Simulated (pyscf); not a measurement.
HO–Ge(OH)(OH)–OH (SMILES [OH][Ge]([OH])([OH])[OH]) + H₂C=CH–CH₃ (SMILES C=CC) → H₃C–CH(CH₃)–O–Ge(OH)(OH)–OH (SMILES CC(C)[O][Ge]([OH])([OH])[OH]) (addition across a multiple bond or ene-type step; singlet surface; H–O broken, C–O, C–H formed). PySCF, gas phase, ωB97X-D3(BJ)/def2-SVP geometries. Energies in kJ/mol from the separated reactants.

```json
[
 {"level": "ωB97X-D3(BJ)/def2-TZVP", "barrier": "186.3", "reaction energy": "-85.0"},
 {"level": "PBE/def2-TZVP", "barrier": "[?]", "reaction energy": "-58.9"},
 {"level": "r²SCAN/def2-TZVP", "barrier": "166.7", "reaction energy": "-73.3"},
 {"level": "PBE0-D3(BJ)/def2-TZVP", "barrier": "173.5", "reaction energy": "-82.3"},
 {"level": "M06-2X/def2-TZVP", "barrier": "198.0", "reaction energy": "-77.6"},
 {"level": "ωB97M-D3(BJ)/def2-TZVP", "barrier": "[?]", "reaction energy": "[?]"}
]
```

Fill in the missing entries.


- PBE/def2-TZVP, barrier: 162.3
- ωB97M-D3(BJ)/def2-TZVP, barrier: 188.5
- ωB97M-D3(BJ)/def2-TZVP, reaction energy: -70.1

The functionals in the table span 35.7 kJ/mol in this barrier, from PBE to M06-2X. On the reactant side the descent ends in a complex, 24.0 kJ/mol under the separated species and 210.3 kJ/mol under the saddle at ωB97X-D3(BJ)/def2-TZVP. This is the saddle that the search found; another between the same sides may lie lower. Elements up to Kr have no core potential and no relativistic terms here.
